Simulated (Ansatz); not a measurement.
Structure relaxation of MoS2

All numbers below come from DFT r2SCAN, scalar-relativistic, plane waves, PAW in Ansatz 0.2.0. Cutoff 500 eV, Γ-centred k mesh, Gaussian smearing, no spin polarisation in the final step.

A relaxed cell is given with its space group left out.

```
CELL_PARAMETERS angstrom
3.18432 0.00000 0.00000
-1.59216 2.75770 0.00000
0.00000 0.00000 34.70732
ATOMIC_POSITIONS crystal
Mo 0.66667 0.33333 0.90647
Mo 0.66667 0.33333 0.28061
Mo 0.33333 0.66667 0.71939
Mo 0.33333 0.66667 0.09353
S 0.33333 0.66667 0.95120
S 0.33333 0.66667 0.32533
S 0.66667 0.33333 0.76413
S 0.66667 0.33333 0.13827
S 0.33333 0.66667 0.86173
S 0.33333 0.66667 0.23587
S 0.66667 0.33333 0.67467
S 0.66667 0.33333 0.04880
```

Formation energies are uncorrected and refer to the elements' standard structures at the same level.

What space group does it have?

P-3m1 (No. 164). Conventional cell: a = 3.184 Å, c = 34.707 Å. Mo on Wyckoff site d (2 atoms of the primitive cell) has 6 S at 2.41 Å; around Mo on Wyckoff site d (2 atoms of the primitive cell) lie 6 S at 2.41 Å; S on Wyckoff site d (2 atoms of the primitive cell) has 3 Mo at 2.41 Å; around S on Wyckoff site d (2 atoms of the primitive cell) lie 3 Mo at 2.41 Å.

What is its formation energy per atom?

-0.973 eV/atom.

Is it a metal?

No, the gap on the 12×12×1 mesh is 1.22 eV.

The final run used a 12×12×1 mesh on its 12-atom cell and 0.02 eV smearing. Weakly bound directions are ill-defined at this level, which has no dispersion term.

This form isn't the usual stable structure of the compound.

Cost: 2 runs of about 6.7 core-minutes in all, on Arm Neoverse V2 (shared hosts).